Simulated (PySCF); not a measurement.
Working out the ionisation energy of B

B [He] 2s2 2p1 (2P) → B⁺ [He] 2s2 (1S). Computed with PySCF 2.14 in jorge-DZP-DKH, with scalar relativity by spin-free X2C-1e. Frozen: 1s2. Energies in hartree (1 hartree = 27.21139 eV):

```json
{"part": "UHF", "B (lower)": "-24.536942", "B⁺ (upper)": "-24.241930"}
{"part": "CCSD correlation", "B (lower)": "-0.059173", "B⁺ (upper)": "-0.059186"}
{"part": "(T)", "B (lower)": "-0.000776", "B⁺ (upper)": "0.000000"}
```

Problem. What does Hartree-Fock give?

Solution. (-24.241930) − (-24.536942) = 0.295012 hartree = 8.028 eV.

Problem. What do CCSD and CCSD(T) give?

Solution. The CCSD correlation energies differ by -0.000013 hartree = 0.000 eV and the triples by 0.000776 hartree = 0.021 eV, so CCSD gives 8.028 eV and CCSD(T) 8.049 eV.

Measured between the centres of the two terms (NIST): 8.297 eV, so CCSD(T) (valence) is off by -0.248 eV.

A double-zeta basis recovers only part of the correlation energy.

The coupled-cluster amplitudes are large, so a single reference is strained.

What remains against the reference includes basis incompleteness, the frozen core and higher excitations.
